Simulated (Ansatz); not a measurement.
# C₃H₅NO: basis-set convergence

An exercise on one series of results from a longer session: the logs are not shown, and one member is left open.

Method: one geometry, several basis sets; program: Ansatz 0.2.0, Gaussian basis.

Levels to be run: PBE0-D4/def2-SVP; ωB97M-V/def2-SVP; PBE0-D4/def2-QZVPP; ωB97M-V/def2-QZVPP; the functionals' def2-TZVPP values are taken from earlier runs.

### The geometry

All runs share one geometry, relaxed beforehand with PBE0-D4 in a triple-zeta def2 set.

SMILES `N/C=C1/CO1`, 10 atoms, charge 0, spin multiplicity 1.

Atoms are counted from 1 here; the program's logs count them from 0.

Bond lengths: N1–C2 1.401 Å, N1–H6 1.010 Å, N1–H7 1.010 Å, C2–C3 1.317 Å, C2–H8 1.083 Å, C3–C4 1.424 Å, C3–O5 1.367 Å, C4–O5 1.460 Å, C4–H9 1.087 Å, C4–H10 1.087 Å. Angles: C2–N1–H6 113.0°, C2–N1–H7 112.9°, H6–N1–H7 109.9°, N1–C2–C3 124.9°, N1–C2–H8 116.4°, C3–C2–H8 118.5°, C2–C3–C4 158.7°, C2–C3–O5 138.1°, C4–C3–O5 63.1°, C3–C4–O5 56.6°, C3–C4–H9 120.5°, C3–C4–H10 120.4°, O5–C4–H9 114.2°, O5–C4–H10 114.2°, H9–C4–H10 116.0°, C3–O5–C4 60.4°.

The first run:

The input, in.yaml:

```yaml
crystal:
  periodic: [false, false, false]
  atoms:
    - {symbol: N, position_ang: [-1.533135, -1.114266, -0.547178]}
    - {symbol: C, position_ang: [-0.540317, -0.696853, 0.348438]}
    - {symbol: C, position_ang: [0.377117, 0.211369, 0.087246]}
    - {symbol: C, position_ang: [1.551891, 0.996965, 0.258468]}
    - {symbol: O, position_ang: [0.712992, 1.053755, -0.934976]}
    - {symbol: H, position_ang: [-2.434717, -1.233357, -0.108723]}
    - {symbol: H, position_ang: [-1.618382, -0.507297, -1.349890]}
    - {symbol: H, position_ang: [-0.492861, -1.222798, 1.293461]}
    - {symbol: H, position_ang: [2.534306, 0.562598, 0.091616]}
    - {symbol: H, position_ang: [1.526108, 1.898783, 0.864637]}
basis:
  gaussian: {orbitals: def2-SVP}
hamiltonian: {xc: pbe0, dispersion: d4}
output: {orbitals: {seedname: orbitals}}
```

On the command line:

```sh
$ ansatz run in.yaml --threads 2 --pin off --events-out ev --progress --plain --max-ram 4352MiB
```

Steps of the session up to this table: PBE0-D4 in def2-SVP; ωB97M-V in def2-SVP; PBE0-D4 in def2-QZVPP; ωB97M-V in def2-QZVPP.

One table of the session follows, with a row left open; its other results are not shown here.

It belongs to the step «Density functionals: the series». 

| functional | basis | HOMO (eV) | LUMO (eV) |
| --- | --- | --- | --- |
| PBE0-D4 | def2-SVP | -5.47 | 1.63 |
| PBE0-D4 | def2-TZVPP | -5.68 | 1.12 |
| PBE0-D4 | def2-QZVPP | -5.73 | 0.71 |
| ωB97M-V | def2-SVP | -7.68 | 3.58 |
| ωB97M-V | def2-TZVPP | ? | ? |
| ωB97M-V | def2-QZVPP | -7.95 | 1.89 |

Estimate the missing values for ωB97M-V, def2-TZVPP.

The run gave: HOMO (eV): -7.90; LUMO (eV): 2.55. In the column «HOMO (eV)» it lies between ωB97M-V, def2-QZVPP (-7.95) and ωB97M-V, def2-SVP (-7.68).
